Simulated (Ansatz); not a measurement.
The same path of AlH3O2 (6 atoms, charge 0, multiplicity 1) was run 3 times with different band settings. The coordinate that changes most is the angle H4–O1–Al2.

All numbers below come from RKS PBE0-D4/def2-SVP in Ansatz 0.2.0.

Relaxed end points:

```xyz
6
Properties=species:S:1:pos:R:3
O -1.287 -0.298 -0.747
Al 0.271 0.291 -0.421
O 1.106 0.053 1.037
H -1.881 -0.813 -0.201
H 0.989 1.113 -1.546
H 0.845 -0.410 1.832
```

```xyz
6
Properties=species:S:1:pos:R:3
O -1.289 -0.569 -0.122
Al 0.208 0.216 -0.315
O 1.312 0.181 0.972
H -1.990 -0.619 -0.773
H 0.634 0.978 -1.624
H 1.168 -0.251 1.815
```

Common settings: movable images 9; climbing image yes; spring 5.0 eV/Å²; optimiser quadratic models (default); start path IDPP; iteration limit 60; end points relaxed.

| run | force threshold |
| --- | --- |
| 1 | 0.05 eV/Å |
| 2 | 0.5 eV/Å |
| 3 | 0.2 eV/Å |

Question: What does each run give, and how far can it be trusted?

Answer: Run 1: converged after 6 iterations, highest image 0.067 eV above the first end. A vibrational analysis at the climbing image gives one clearly imaginary mode, 341i cm⁻¹: a first-order saddle point.
Run 2: converged after 2 iterations, highest image 0.071 eV above the first end. The threshold of 0.5 eV/Å is loose, so the images may lie well off the minimum-energy path. The order of the stationary point at the top wasn't checked.
Run 3: converged after 3 iterations, highest image 0.067 eV above the first end. The threshold of 0.2 eV/Å is loose, so the images may lie well off the minimum-energy path. Another band between the same ends (9 images) ends at a top of the same energy, where a vibrational analysis finds 1 clearly imaginary mode.
